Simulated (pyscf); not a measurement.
# Four-centre exchange: O=W(OH)(F)(F)–F + HCl → O=W(F)(F)(F)–Cl + H₂O

Gas phase, singlet surface, charge 0. Bonds broken: W2–O3, Cl8–H9. Bonds formed: W2–Cl8, O3–H9. Single points on ωB97X-D3(BJ)/def2-SVP structures (PySCF, gas phase).

Transition state (Å):

```xyz
9

O      0.2851     1.4369    -1.3691
W      0.0010     0.1661    -0.3254
O     -1.2727     1.1060     0.9350
F     -1.5318    -0.5031    -1.1434
F      0.9788    -1.2305    -1.0306
F      1.3156     0.4990     0.9337
H     -2.0301     1.6397     0.6567
Cl    -0.9355    -1.3941     1.7014
H     -1.4214     0.0271     1.5939
```

One imaginary mode, 864i cm⁻¹; descent along it reached the two sides named, in the forms told below.

```
bond    change  reactant side (Å)  saddle  product side
------  ------  -----------------  ------  ------------
W2–O3   breaks              1.890   2.023         2.202
Cl8–H9  breaks              1.289   1.506         2.465
W2–Cl8   forms                2.9     2.7         2.413
O3–H9    forms              2.387   1.273         0.971
```

Electronic energies relative to the separated reactants (kcal/mol):

| level | barrier | reaction energy | reverse barrier |
|---|---|---|---|
| ωB97X-D3(BJ)/def2-TZVP | -0.1 | -3.5 | 3.4 |
| PBE/def2-TZVP | 2.3 | -1.5 | 3.7 |
| r²SCAN/def2-TZVP | 0.9 | -0.9 | 1.8 |
| B3LYP-D3(BJ)/def2-TZVP | 3.6 | -0.7 | 4.3 |
| PBE0-D3(BJ)/def2-TZVP | 1.7 | -1.6 | 3.3 |
| M06-2X/def2-TZVP | 2.4 | -0.2 | 2.6 |
| ωB97M-D3(BJ)/def2-TZVP | 4.3 | 0.0 | 4.3 |
| HF/def2-TZVP | 17.7 | +1.4 | 16.3 |

With ωB97M-D3(BJ)/def2-TZVP energies and thermal terms (ideal gas, 1 atm, RRHO with modes under 100 cm⁻¹ raised to 100, one conformer, R ln 2 for rigid chiral ones), in kcal/mol:

| T (K) | ΔH‡ | ΔG‡ | ΔH | ΔG |
|---|---|---|---|---|
| 298 | 3.7 | 14.8 | +1.9 | +1.8 |
| 600 | 3.5 | 26.2 | +1.4 | +2.0 |
| 900 | 3.8 | 37.5 | +0.8 | +2.4 |
| 1200 | 4.2 | 48.7 | +0.3 | +2.9 |

On the reactant side the descent ends in a bound adduct, 8.8 kcal/mol under the separated species and 8.7 kcal/mol under the saddle at ωB97X-D3(BJ)/def2-TZVP. On the product side the descent ends in an adduct with a O–W contact, 9.4 kcal/mol under the separated species and 12.8 kcal/mol under the saddle at ωB97X-D3(BJ)/def2-TZVP. What is counted as broken (O–W) persists as a longer contact in the product adduct; parting that adduct is a step of its own. This is the saddle that the search found; another between the same sides may lie lower. Elements past Kr carry the def2 core potentials, without spin-orbit coupling.
